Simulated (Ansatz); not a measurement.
## H2Ge–N, quartet: the ladder up to UCCSDT(Q)

Geometry: a PBE0/def2-TZVP stationary point for this spin, not checked as a minimum.

```xyz
4

Ge   -0.0346    0.0000    0.2958
N     0.0724    0.0000   -1.6458
H     0.7424   -1.2582    0.7751
H     0.7424    1.2582    0.7751
```

Basis cc-pVDZ; Ansatz 0.2.0. Only valence electrons are correlated (noble-gas cores and the filled d shells of p-block atoms frozen), which leaves 11 electrons in 36 orbitals. Prefix R: restricted or restricted open-shell reference; prefix U: unrestricted. Active spaces: valence = (11e, 10o) chosen from the atoms' valence shells. No spin–orbit coupling is included, and no scalar relativity.

Full CI isn't at hand for all of this; UCCSDT(Q) serves as the reference, and is uncertain by about the last step of the cluster series. The frozen core follows each run's orbitals, which can shift R against U totals by a few meV for light atoms and by up to 0.1 eV past Ca.

The UHF ⟨S²⟩ is 3.779 and the T1 diagnostic (RCCSD) is 0.0269. The largest doubles amplitude (RCCSD) is 0.036 and the T1 diagnostic (UCCSD) is 0.0192.

```tsv
level	E − E(RHF) (eV)
UHF	-0.2302
UMP2	-4.9592
UCCSD	-5.9776
UCCSD(T)	-6.1079
```

Question: Estimate how far UCCSDT(Q) in cc-pVDZ lies from UCCSD(T). The table doesn't fix it; the size of (T) and the diagnostics are the guide.

Answer: UCCSDT(Q) in cc-pVDZ lies 0.93 kcal/mol below UCCSD(T), which is 31 % of the (T) step (-3.01 kcal/mol). The diagnostics give no warning, yet the rest is a sizeable part of (T).

The other levels:

| level | E − E(UCCSDT(Q)) (kcal/mol) | share of correlation (%) | wall time |
| --- | --- | --- | --- |
| UCCSDT | 0.21 | 99.85 | – |

The correlation energy at UCCSDT(Q), counted from RHF, is -6.148 eV. That run took 49 s on 1 thread of Intel Xeon, shared host.

Run but not shown, since their state or frozen core can't be matched to the reference's or they repeat it: RHF, RMP2, RCCSD, RCCSD(T), BCCD(T), RCCSDT, RCCSDT(Q), CASSCF (valence space), NEVPT2 (valence space), MRCISD (valence space), MRCISD+Q (valence space).

Times hold each run's SCF and search for its determinant on a shared host, so for small cases they say little of a method's own cost; they ran on 1 thread of Intel Xeon.

Natural occupations of CASSCF (valence space) about the gap: 1.984 1.970 1.955 1.003 1.000 1.000 0.043 0.025 0.023; effectively unpaired electrons, Σ n²(2−n)², 3.02.
